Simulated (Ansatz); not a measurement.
**B2Si+ (quartet): the correlation ladder, cc-pVTZ**

The task here is to estimate one member of a computed series from the others.

The runs use Ansatz 0.2.0, Gaussian basis; cc-pVTZ, core rule «outside noble gas», up to 7 orbitals frozen.

To be run: UHF; CCSD(T) on ROHF; CCSD(T) on UHF; BCCD(T) on ROHF; CCSDT(Q) on ROHF; CCSDT(Q) on UHF; CASSCF and MRCISD+Q, 9 electrons in 12 orbitals; CASSCF and NEVPT2, 9 electrons in 12 orbitals.

8 further runs of the same task are left out: 2 for a known fault of the program, 6 set aside as unsound or not needed.

## The geometry

The geometry is a PBE0/def2-TZVP stationary point (not a proven minimum) of the parent state, kept for this charge and spin.

3 atoms, charge 1, spin multiplicity 4.

Atoms are counted from 1 here; the program's logs count them from 0.

Bond lengths: B1–B2 1.543 Å, B2–Si3 1.871 Å. Angles: B1–B2–Si3 180.0°.

The first run:

in.yaml

```yaml
crystal:
  periodic: [false, false, false]
  atoms:
    - {symbol: B, position_ang: [0.000000, 0.000000, -1.652467]}
    - {symbol: B, position_ang: [0.000000, 0.000000, -0.109467]}
    - {symbol: Si, position_ang: [0.000000, 0.000000, 1.761933]}
basis:
  gaussian: {orbitals: cc-pVTZ}
total_charge: 1
magnetization: {spin_polarized: true, initial_magnetization: 3}
hamiltonian: {xc: hf}
output: {orbitals: {seedname: orbitals}}
```

Launch:

```console
$ ansatz run in.yaml --threads 1 --pin off --events-out ev --progress --plain --max-ram 4096MiB --backend cpu
```

Steps of the session up to this table: UHF; CCSD(T) on ROHF; CCSD(T) on UHF; BCCD(T) on ROHF; CCSDT(Q) on ROHF; CCSDT(Q) on UHF; CASSCF and MRCISD+Q, 9 electrons in 12 orbitals; CASSCF and NEVPT2, 9 electrons in 12 orbitals.

One table of the session follows, with a row left open; its other results are not shown here.

| method | from RCCSDT(Q) (meV) |
| --- | --- |
| ROHF | ? |
| UHF | +6137.1 |
| RMP2 | +1371.1 |
| UMP2 | +1396.6 |
| RCCSD | +394.9 |
| UCCSD | +392.1 |
| RCCSD(T) | +86.7 |
| UCCSD(T) | +87.6 |
| BCCD(T) | +85.7 |
| RCCSDT | +23.0 |
| UCCSDT | +22.2 |
| RCCSDT(Q) | 0 |
| UCCSDT(Q) | -1.8 |
| CASSCF valence | +3463.8 |
| NEVPT2 valence | +763.8 |
| MRCISD valence | +253.2 |
| MRCISD+Q valence | +49.0 |

Q: Estimate the row for ROHF from the others.

As computed: from RCCSDT(Q) (meV): +6225.8. In the column «from RCCSDT(Q) (meV)» it is the highest.

Limits of these values: Restricted and unrestricted rows rest on different reference determinants; where their highest levels disagree by more than a few hundredths of an eV, they describe different states and don't form one ladder.
